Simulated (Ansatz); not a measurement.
# AlB: the cost of one run

Program: Ansatz 0.2.0, Gaussian basis. Level of theory: def2-QZVPP, all electrons in the functionals, frozen cores in the correlation of double hybrids and RPA. These are calculated values, not measurements.

Plan: wB97M-V, B2PLYP, at charge 0, triplet; charge 0, singlet; charge 0, quintet; charge 1, doublet; charge 1, quartet.

2 further runs of the same task are left out: 2 set aside as unsound or not needed.

## 1. The geometry

The geometry is a PBE0/def2-TZVP stationary point (not a proven minimum).

2 atoms, charge 0, spin multiplicity 3.

Atoms are counted from 1 here; the program's logs count them from 0.

Bond lengths: B1–Al2 2.023 Å.

As a file:

```xyz
2
charge 0, multiplicity 3
B     0.0000    0.0000    0.0000
Al    0.0000    0.0000    2.0234
```

No dispersion term is added; wB97M-V holds VV10 nonlocal correlation.

The geometry shown and the zero of energy belong to the point charge 0, triplet. The yardstick, UCCSD(T), and other wave-function levels (R restricted, U unrestricted, valence and pair active spaces) come from earlier runs.

## 2. wB97M-V, charge 0, triplet

Contents of in.yaml:

```yaml
crystal:
  periodic: [false, false, false]
  atoms:
    - {symbol: B, position_ang: [0.000000, 0.000000, 0.000000]}
    - {symbol: Al, position_ang: [0.000000, 0.000000, 2.023407]}
basis:
  gaussian: {orbitals: "def2-QZVPP.json"}
magnetization: {spin_polarized: true, initial_magnetization: 2}
hamiltonian: {xc: {name: wB97M-V}}
output: {orbitals: {seedname: orbitals}}
```

The run is started by

```sh
$ ansatz run in.yaml --threads 1 --pin off --events-out ev --progress --plain --max-ram 2393MiB
```

**Question.** How long does this run take on 1 thread of Arm Neoverse V1, shared host, and how much memory does it need?

About 32 s, with a peak of 0.33 GiB.
